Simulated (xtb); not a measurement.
C3H6Cl, doublet, at a GFN2-xTB geometry; GFN1-xTB run with xtb.

Input for xtb:
```
$ xtb mol.xyz --gfn 1 --chrg 0 --uhf 1 --json

# file mol.xyz
10

C      1.01004519    -0.59141257     0.01804838
C      2.39623104    -0.09879675    -0.00017113
C      0.02437817     0.59306770    -0.01533662
H      0.81435877    -1.16953832     0.92361527
H      0.80953602    -1.21837179    -0.85418657
Cl    -1.66354710     0.01486371    -0.00038923
H      2.86745217     0.16131528    -0.92770128
H      2.89985337     0.14732831     0.91380985
H      0.15203642     1.22921107     0.85976434
H      0.15313749     1.18022195    -0.92392847
```

Q: What does xtb print? Leave out banner, timings and long lists.

A: 
```
   ID    Z sym.   atoms
    1    6 C      1-3
    2    1 H      4, 5, 7-10
    3   17 Cl     6

           -------------------------------------------------
          |                Calculation Setup                |
           -------------------------------------------------

           -------------------------------------------------
          |                 G F N 1 - x T B                 |
           -------------------------------------------------

          ...................................................
          :                      SETUP                      :
          :.................................................:
          :  # basis functions                  34          :
          :  # atomic orbitals                  33          :
          :  # shells                           21          :
          :  # electrons                        25          :
          :  # halogen bonds                     0          :
          :  max. iterations                   250          :
          :  Hamiltonian                  GFN1-xTB          :
          :  restarted?                      false          :
          :  GBSA solvation                  false          :
          :  PC potential                    false          :
          :  electronic temp.          300.0000000     K    :
          :  accuracy                    1.0000000          :
          :  -> integral cutoff          0.2500000E+02      :
          :  -> integral neglect         0.1000000E-07      :
          :  -> SCF convergence          0.1000000E-05 Eh   :
          :  -> wf. convergence          0.2000000E-04 e    :
          :  Broyden damping             0.4000000          :
          :  net charge                          0          :
          :  unpaired electrons                  1          :
          ...................................................

 iter      E             dE          RMSdq      gap      omega  full diag
   1    -13.8590149 -0.138590E+02  0.746E+00    4.42       0.0  T
   2    -13.8801329 -0.211180E-01  0.454E+00    4.29       1.0  T
   3    -13.8805828 -0.449924E-03  0.558E-01    4.41       1.0  T
   4    -13.8810505 -0.467671E-03  0.672E-02    4.31       1.0  T
   5    -13.8810632 -0.127296E-04  0.140E-02    4.29       2.3  T
   6    -13.8810638 -0.661295E-06  0.408E-03    4.30       7.8  T
   7    -13.8810639 -0.905379E-07  0.854E-04    4.30      37.0  T
   8    -13.8810639 -0.336373E-08  0.145E-04    4.30     218.1  T
   9    -13.8810639 -0.876526E-10  0.297E-05    4.30    1063.5  T

   *** convergence criteria satisfied after 9 iterations ***

         :::::::::::::::::::::::::::::::::::::::::::::::::::::
         ::                     SUMMARY                     ::
         :::::::::::::::::::::::::::::::::::::::::::::::::::::
         :: total energy             -13.744695985144 Eh    ::
         :: gradient norm              0.009173153600 Eh/a0 ::
         :: HOMO-LUMO gap              4.302361475842 eV    ::
         ::.................................................::
         :: SCC energy               -13.881063943212 Eh    ::
         :: -> electrostatic           0.003409033288 Eh    ::
         :: repulsion energy           0.139395535327 Eh    ::
         :: dispersion energy         -0.003027577259 Eh    ::
         :: halogen bond corr.         0.000000000000 Eh    ::
         :: add. restraining           0.000000000000 Eh    ::
         :: total charge              -0.000000000000 e     ::
         :::::::::::::::::::::::::::::::::::::::::::::::::::::

           -------------------------------------------------
          |                Property Printout                |
           -------------------------------------------------

    * Orbital Energies and Occupations

         #    Occupation            Energy/Eh            Energy/eV
      -------------------------------------------------------------
         1        2.0000           -0.9041666             -24.6036
         2        2.0000           -0.6711346             -18.2625
         3        2.0000           -0.6370796             -17.3358
         4        2.0000           -0.6112288             -16.6324
         5        2.0000           -0.5821374             -15.8408
         6        2.0000           -0.5483978             -14.9227
         7        2.0000           -0.5392081             -14.6726
         8        2.0000           -0.5351703             -14.5627
         9        2.0000           -0.5032572             -13.6943
        10        2.0000           -0.4916793             -13.3793
        11        2.0000           -0.4566557             -12.4262
        12        2.0000           -0.4535631             -12.3421
        13        1.0000           -0.3601988              -9.8015 (HOMO)
        14                         -0.2020899              -5.4991 (LUMO)
        15                         -0.1185356              -3.2255
        16                         -0.1121724              -3.0524
        17                         -0.1028654              -2.7991
        18                         -0.1008717              -2.7449
        19                         -0.0679503              -1.8490
        20                         -0.0541314              -1.4730
        21                         -0.0393562              -1.0709
        22                         -0.0333288              -0.9069
        23                         -0.0317063              -0.8628
        24                         -0.0252368              -0.6867
       ...                                ...                  ...
        33                          0.4259963              11.5919
      -------------------------------------------------------------
                  HL-Gap            0.1581089 Eh            4.3024 eV
             Fermi-level           -0.3440127 Eh           -9.3611 eV

  Mulliken/CM5 charges         n(s)   n(p)   n(d)
     1C    -0.03113 -0.13843   1.026  3.005  0.000
     2C    -0.10205 -0.21092   1.066  3.036  0.000
     3C     0.07548 -0.02817   1.052  2.872  0.000
     4H     0.03773  0.09348   0.962  0.000  0.000
     5H     0.03869  0.09440   0.961  0.000  0.000
     6Cl   -0.16004 -0.16977   1.950  5.224 -0.014
     7H     0.03624  0.08951   0.964  0.000  0.000
     8H     0.03668  0.08992   0.963  0.000  0.000
     9H     0.03419  0.08998   0.966  0.000  0.000
    10H     0.03421  0.09000   0.966  0.000  0.000

Wiberg/Mayer (AO) data.
largest (>0.10) Wiberg bond orders for each atom

 ---------------------------------------------------------------------------
     #   Z sym  total        # sym  WBO       # sym  WBO       # sym  WBO
 ---------------------------------------------------------------------------
     1   6 C    3.996 --     2 C    1.096     4 H    0.970     5 H    0.967
                             3 C    0.955
     2   6 C    3.216 --     1 C    1.096     8 H    0.988     7 H    0.988
     3   6 C    3.942 --     9 H    0.989    10 H    0.989     1 C    0.955
                             6 Cl   0.937
     4   1 H    1.012 --     1 C    0.970
     5   1 H    1.013 --     1 C    0.967
     6  17 Cl   1.020 --     3 C    0.937
     7   1 H    1.003 --     2 C    0.988
     8   1 H    1.003 --     2 C    0.988
     9   1 H    1.021 --     3 C    0.989
    10   1 H    1.021 --     3 C    0.989
 ---------------------------------------------------------------------------

Topologies differ in total number of bonds
Writing topology from bond orders to xtbtopo.mol

 dipole moment from electron density (au)
     X       Y       Z
   0.6064   0.2480  -0.0066  total (Debye):    1.665

           -------------------------------------------------
          | TOTAL ENERGY              -13.744695985144 Eh   |
          | GRADIENT NORM               0.009173153600 Eh/α |
          | HOMO-LUMO GAP               4.302361475842 eV   |
           -------------------------------------------------

normal termination of xtb
```
